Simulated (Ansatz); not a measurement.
Reaction (ligand exchange at the Na–Cl bond): `[Na][Cl]` + NH₃ → `[NH2][Na]` + HCl

Gas-phase electronic energies from Ansatz, PBE0-D4/def2-TZVP geometries. CCSD(T)/CBS adds triple-zeta CCSD(T) − MP2 to the extrapolated MP2 energy (def2 sets, frozen cores). This one scheme is used for every species. Functionals use def2-TZVPP. B3LYP here is the variant with VWN-RPA as its local correlation; programs differ in this. HSE06 is defined as in plane-wave codes. For Na outer-core shells are correlated without core-valence functions, which leaves a few kJ/mol of doubt a bond.

| level | ΔE (kJ/mol) | difference from CCSD(T)/CBS |
| --- | --- | --- |
| LDA (SPW92) | 211.0 | -11.2 |
| revPBE-D4 | 213.0 | -9.2 |
| BLYP-D4 | 210.8 | -11.4 |
| r2SCAN-D4 | 228.6 | 6.4 |
| B97M-V | 231.1 | 8.9 |
| PBE0-D4 | 228.3 | 6.1 |
| B3LYP-D4 | 223.2 | 1.0 |
| r2SCANh-D4 | 231.9 | 9.7 |
| HSE06-D4 | 228.5 | 6.3 |
| CAM-B3LYP-D4 | 225.5 | 3.3 |
| ωB97X-V | 229.2 | 7.0 |
| ωB97M-V | 225.6 | 3.4 |
| B2PLYP | 223.7 | 1.5 |
| PBE-QIDH | 232.7 | 10.5 |
| PBE | 214.7 | -7.5 |
| revPBE | 215.9 | -6.3 |
| r2SCAN | 228.8 | 6.6 |
| PBE0 | 228.8 | 6.6 |
| B3LYP | 224.2 | 2.0 |
| r2SCANh | 232.1 | 9.9 |
| r2SCAN0 | 236.7 | 14.5 |
| HSE06 | 229.0 | 6.8 |
| BHLYP | 238.3 | 16.1 |
| CAM-B3LYP | 225.9 | 3.7 |
| LC-ωPBE | 229.3 | 7.1 |
| HF/def2-SVP | 267.8 | 45.6 |
| MP2/def2-SVP | 230.4 | 8.2 |
| CCSD/def2-SVP | 231.5 | 9.3 |
| CCSD(T)/def2-SVP | 227.7 | 5.5 |
| HF/def2-TZVPP | 257.8 | 35.6 |
| MP2/def2-TZVPP | 221.8 | -0.4 |
| CCSD/def2-TZVPP | 225.8 | 3.6 |
| HF/def2-QZVPP | 256.6 | 34.4 |
| MP2/def2-QZVPP | 221.8 | -0.4 |
| SCS-MP2/def2-QZVPP | 222.8 | 0.6 |
| CCSD/def2-QZVPP | 228.0 | 5.8 |
| CCSD(T)/def2-QZVPP | 223.7 | 1.5 |
| HF/CBS(def2) | 256.5 | 34.3 |
| MP2/CBS(def2) | 222.5 | 0.3 |
| CCSD/CBS(def2) | 226.4 | 4.2 |
| CCSD(T)/CBS | 222.2 | 0 |

Largest T1 diagnostic among the species: 0.012.

From r2SCAN to r2SCAN0 (25 % exact exchange), in def2-TZVPP and without D4, ΔE moves by +8.0 kJ/mol. In def2-TZVPP, CCSD(T) changes the Hartree–Fock value by −36.3 kJ/mol (the triples alone add −4.3 kJ/mol) and MP2 by −36.0 kJ/mol. At CCSD(T), def2-SVP lies +5.5 kJ/mol from the extrapolated value and def2-TZVPP −0.7 kJ/mol.
